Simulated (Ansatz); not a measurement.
in.yaml

```yaml
crystal:
  periodic: [false, false, false]
  atoms:
    - {symbol: Al, position_ang: [-0.000005, -0.119480, 2.946938]}
    - {symbol: Al, position_ang: [-0.000014, 0.077838, 0.382282]}
    - {symbol: N, position_ang: [-0.000007, -0.302525, -1.274166]}
    - {symbol: H, position_ang: [0.000027, 0.344168, -2.055055]}
basis:
  gaussian: {orbitals: cc-pVDZ}
total_charge: 1
magnetization: {spin_polarized: true, initial_magnetization: 1}
hamiltonian: {xc: {name: B3LYP}}
```

```sh
$ ansatz run in.yaml --threads 1 --pin off --events-out ev --progress --plain --max-ram 2393MiB
```

Output:

```
544 factors; integrals over basis functions are off by at most 1.0e-3 eV
mean field evaluation 1: about -14658.1601 eV, gradient 7.8e1 eV
mean field evaluation 2: about -14303.2819 eV, gradient 1.3e2 eV
mean field evaluation 4: about -14585.5740 eV, gradient 7.6e1 eV
mean field evaluation 8: about -14691.4276 eV, gradient 1.6e0 eV
mean field evaluation 16: about -14691.5062 eV, gradient 9.5e-3 eV
mean field evaluation 32: about -14691.5101 eV, gradient 4.3e-2 eV
mean field -14691.51187021 eV, -539.9031029658 hartree, gradient 8.6e-6 eV, S^2 0.815850; 7 other end points of the search recorded, 0 dependent functions left out
reference -14691.51208356 eV, -539.9031108061 hartree; 17, 16 occupied and 38, 39 virtual orbitals, 544 factors
Total energy: -14691.51208356 eV, -539.9031108061 hartree
```

Ran on 1 thread of AMD EPYC 7B13, shared host: 8 s wall, 0.18 GiB peak host memory.
